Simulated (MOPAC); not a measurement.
MOPAC input (PM7):

```
PM7 PRECISE GNORM=0.05 LET XYZ UHF MS=0.5 GEO-OK AUX(PRECISION=9) THREADS=1
NO

N    -0.00000000 1   -0.00000000 1   -0.61062678 1
O     0.00000000 1    0.00000000 1    0.53429844 1
```

Output:

```
 *******************************************************************************
 **                                                                           **
 **                              MOPAC v23.2.5                                **
 **                                                                           **
 *******************************************************************************
 ** MOPAC's Digital Object Identifier: https://doi.org/10.5281/zenodo.6511958 **
 **                                                                           **
 ** Please cite the open-source release paper for use of this MOPAC version:  **
 ** J. E. Moussa and J. J. P. Stewart (2026)                                  **
 ** MOPAC: An open-source semiempirical molecular orbital program             **
 ** J. Open Source Softw., 11(119), 8025, https://doi.org/10.21105/joss.08025 **
 *******************************************************************************

                              PM7 CALCULATION RESULTS

 *******************************************************************************
 *  PM7        - The PM7 Hamiltonian to be used
 *  GEO-OK     - OVERRIDE INTERATOMIC DISTANCE AND OTHER SAFETY CHECKS
 *  UHF        - UNRESTRICTED HARTREE-FOCK CALCULATION
 *  MS=        - IN MECI, MAGNETIC COMPONENT OF SPIN =  0.5
 *  LET        - OVERRIDE SOME SAFETY CHECKS
 *  PRECISE    - TIGHTER CRITERIA TO BE USED
 *  XYZ        - CARTESIAN COORDINATE SYSTEM TO BE USED
 *  GNORM      - EXIT WHEN GRADIENT NORM DROPS BELOW 0.050
 *  AUX        - OUTPUT AUXILIARY INFORMATION
 *******************************************************************************
PM7 PRECISE GNORM=0.05 LET XYZ UHF MS=0.5 GEO-OK AUX(PRECISION=9) THREADS=1
 NO

   ATOM   CHEMICAL          X               Y               Z
  NUMBER   SYMBOL      (ANGSTROMS)     (ANGSTROMS)     (ANGSTROMS)

     1       N         -0.00000000  *  -0.00000000  *  -0.61062678  *
     2       O          0.00000000  *   0.00000000  *   0.53429844  *

          CARTESIAN COORDINATES

    NO.       ATOM           X           Y           Z

     1         N         -0.0000     -0.0000     -0.6106
     2         O          0.0000      0.0000      0.5343

 General Reference for PM7:
 "Optimization of Parameters for Semiempirical Methods VI: More Modifications to the
 NDDO Approximations and Re-optimization of Parameters", J. J. P. Stewart, J. Mol. Mod., 1:32, 19 (2013)
 https://link.springer.com/article/10.1007/s00894-012-1667-x

           Empirical Formula: N O  =     2 atoms

      MOLECULAR POINT GROUP   :   C*v

          UHF CALCULATION, NO. OF ALPHA ELECTRONS =    6
                           NO. OF BETA  ELECTRONS =    5

          Geometry optimization using EF

          DIAGONAL MATRIX USED AS START HESSIAN

 CYCLE:     1  GRAD.:    37.591 HEAT:  22.43717
 CYCLE:     2  GRAD.:  1984.409 HEAT:  165.2846
 CYCLE:     3  GRAD.:    19.389 HEAT:  22.33749
 CYCLE:     4  GRAD.:     9.884 HEAT:  22.31136
 CYCLE:     5  GRAD.:     0.127 HEAT:  22.30228
 CYCLE:     6  GRAD.:     0.002 HEAT:  22.30227

     GRADIENT =  0.00172 IS LESS THAN CUTOFF =  0.05000

 -------------------------------------------------------------------------------
 PM7 PRECISE GNORM=0.05 LET XYZ UHF MS=0.5 GEO-OK AUX(PRECISION=9) THREADS=1
 NO

     GEOMETRY OPTIMISED USING EIGENVECTOR FOLLOWING (EF).
     SCF FIELD WAS ACHIEVED

                              PM7 CALCULATION
                                                       MOPAC v23.2.5 Linux

          FINAL HEAT OF FORMATION =         22.30227 KCAL/MOL =      93.31271 KJ/MOL

          COSMO AREA              =         52.43 SQUARE ANGSTROMS
          COSMO VOLUME            =         34.55 CUBIC ANGSTROMS

          GRADIENT NORM           =          0.00172          =       0.00122 PER ATOM
          IONIZATION POTENTIAL    =          9.866637 EV
          ALPHA SOMO LUMO (EV)    =         -9.867 -0.947
          BETA  SOMO LUMO (EV)    =        -14.672 -0.360
          NO. OF ALPHA ELECTRONS  =          6
          NO. OF BETA  ELECTRONS  =          5
          MOLECULAR WEIGHT        =         30.0061         POINT GROUP:  C*v

          MOLECULAR DIMENSIONS (Angstroms)

            Atom       Atom       Distance
            O     2    N     1     1.13487
            O     2    N     1     0.00000
            N     1    O     2     0.00000

          SCF CALCULATIONS        =          7

   ATOM   CHEMICAL          X               Y               Z
  NUMBER   SYMBOL      (ANGSTROMS)     (ANGSTROMS)     (ANGSTROMS)

     1       N         -0.00000000  *  -0.00000000  *  -0.60559825  *
     2       O         -0.00000000  *  -0.00000000  *   0.52926992  *

                             CARTESIAN COORDINATES

   1    N       -0.000000001    -0.000000001    -0.605598250
   2    O       -0.000000001    -0.000000001     0.529269917

           Empirical Formula: N O  =     2 atoms

      MOLECULAR POINT GROUP   :   C*v

          ALPHA EIGENVALUES
 -38.15469 -26.66359 -17.35012 -16.92696 -15.47638  -9.86664  -0.94686   2.88645

           BETA EIGENVALUES
 -36.88030 -25.04413 -16.51913 -15.58581 -14.67169  -0.35976   0.69322   3.75034

              NET ATOMIC CHARGES AND DIPOLE CONTRIBUTIONS

  ATOM NO.   TYPE          CHARGE      No. of ELECS.   s-Pop       p-Pop
    1          N          -0.068938        5.0689     1.90283     3.16611
    2          O           0.068938        5.9311     1.90762     4.02344
 DIPOLE           X         Y         Z       TOTAL
 POINT-CHG.     0.000    -0.000     0.376     0.376
 HYBRID         0.000    -0.000     0.706     0.706
 SUM            0.000    -0.000     1.082     1.082

          ATOMIC ORBITAL ELECTRON POPULATIONS

     Atom    s        px        py        pz
    1  N   1.90283   1.34298   0.76933   1.05380
    2  O   1.90762   1.65702   1.23067   1.13575

                    (SZ)    =    0.500000
                    (S**2)  =    0.752069

          ATOMIC ORBITAL SPIN POPULATIONS

    Atom   Total    s     px     py     pz
         Atomic
    1  N  0.6999  0.008  0.657  0.035  0.000
    2  O  0.3001  0.008  0.343 -0.035 -0.016

 **********************
 *                    *
 * JOB ENDED NORMALLY *
 *                    *
 **********************

 == MOPAC DONE ==
```
